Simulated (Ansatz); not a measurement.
Relaxation of CH5BO (8 atoms, charge 0, multiplicity 1), to a largest force component of 0.03 eV/Å in at most 50 steps.

Level of theory: Ansatz, RKS PBE0/cc-pVDZ.

```xyz
8
Properties=species:S:1:pos:R:3:forces:R:3
B 0.024 -0.362 -1.005 0.08 0.04 0.09
O 0.671 0.232 1.448 0.52 -0.01 -0.53
H 0.663 -0.702 1.703 0.00 0.00 -0.01
H 1.433 0.251 0.822 -0.63 -0.03 0.39
C -1.471 0.019 -0.948 0.14 -0.07 0.06
H -2.013 -0.784 -0.415 -0.04 0.00 0.03
H -1.608 0.964 -0.398 -0.04 0.04 0.01
H -1.876 0.101 -1.971 -0.03 0.03 -0.04
```

Task: Where does it end, and by what steps?

Result: The forces met the threshold. After 8 steps the energy has fallen by 0.040 eV; H6 moved furthest, 0.23 Å.

```json
{"step": "0", "energy less start (eV)": "0.0000", "largest force component (eV/Å)": "0.626", "accepted": "yes"}
{"step": "1", "energy less start (eV)": "-0.0262", "largest force component (eV/Å)": "0.254", "accepted": "yes"}
{"step": "2", "energy less start (eV)": "-0.0322", "largest force component (eV/Å)": "0.343", "accepted": "yes"}
{"step": "3", "energy less start (eV)": "-0.0318", "largest force component (eV/Å)": "0.145", "accepted": "no"}
{"step": "4", "energy less start (eV)": "-0.0377", "largest force component (eV/Å)": "0.186", "accepted": "yes"}
{"step": "5", "energy less start (eV)": "-0.0390", "largest force component (eV/Å)": "0.095", "accepted": "yes"}
{"step": "6", "energy less start (eV)": "-0.0397", "largest force component (eV/Å)": "0.042", "accepted": "yes"}
{"step": "7", "energy less start (eV)": "-0.0401", "largest force component (eV/Å)": "0.037", "accepted": "yes"}
{"step": "8", "energy less start (eV)": "-0.0402", "largest force component (eV/Å)": "0.026", "accepted": "yes"}
```

```xyz
8
Properties=species:S:1:pos:R:3
B 0.130 -0.186 -0.926
O 0.536 0.157 1.296
H 0.554 -0.766 1.589
H 1.342 0.208 0.748
C -1.403 0.035 -0.882
H -1.883 -0.722 -0.235
H -1.622 1.031 -0.458
H -1.830 -0.037 -1.897
```

Whether the end is a true minimum wasn't checked by a vibrational analysis.

The run took 18 s on 1 thread of Arm Neoverse V1 (shared host), peak memory 0.13 GiB.
